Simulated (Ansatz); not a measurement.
AlFH$_{2}$ (`[F][AlH2]`), one more setting.

```yaml
crystal:
  periodic: [false, false, false]
  atoms:
    - {symbol: F, position_ang: [-0.330317, -0.029967, 1.551872]}
    - {symbol: Al, position_ang: [0.026202, -0.014763, -0.058872]}
    - {symbol: H, position_ang: [-0.405822, -1.276273, -0.898294]}
    - {symbol: H, position_ang: [0.765436, 1.260705, -0.615106]}
basis:
  gaussian: {orbitals: "6-31G*"}
total_charge: -1
magnetization: {spin_polarized: true, initial_magnetization: 1}
hamiltonian: {xc: {name: wB97M-V}}
accuracy: high
scf: {lower_state_search: full}
output: {forces: true}
```

```sh
$ ansatz run in.yaml --threads 4 --pin off --events-out ev --progress --plain --max-ram 10444MiB
```

Shortened log:

```
Functional definition: wB97M-V
714 factors; integrals over basis functions are off by at most 3.5e-9 eV
222 factors; integrals over basis functions are off by at most 2.0e-9 eV
mean field evaluation 1: about -9343.2727 eV, gradient 2.3e1 eV
mean field evaluation 2: about -9343.3084 eV, gradient 2.3e1 eV
mean field evaluation 4: about -9345.1286 eV, gradient 1.2e0 eV
mean field evaluation 8: about -9345.1444 eV, gradient 2.6e-2 eV
mean field evaluation 16: about -9345.1444 eV, gradient 3.2e-5 eV
mean field -9345.14437860 eV, -343.4277215471 hartree, gradient 6.5e-8 eV, S^2 0.751553; 2 other end points of the search recorded, 0 dependent functions left out
reference -9345.14438219 eV, -343.4277216792 hartree; 13, 12 occupied and 25, 26 virtual orbitals, 714 factors
Total energy: -9345.14438219 eV, -343.4277216792 hartree
Atom 0 at    -0.330317    -0.029967     1.551872 Å, force    -0.350970    -0.014250     1.579255 eV/Å
Atom 1 at     0.026202    -0.014763    -0.058872 Å, force     0.273665     0.009073    -1.213150 eV/Å
Atom 2 at    -0.405822    -1.276273    -0.898294 Å, force    -0.098234    -0.293912    -0.216149 eV/Å
Atom 3 at     0.765436     1.260705    -0.615106 Å, force     0.175539     0.299089    -0.149956 eV/Å
Dipole moment:    -0.077510    -0.002824     0.345879 e Å
```

Run time 14 s (4 threads of an Arm Neoverse V1 on a shared host); peak host memory 0.49 GiB.
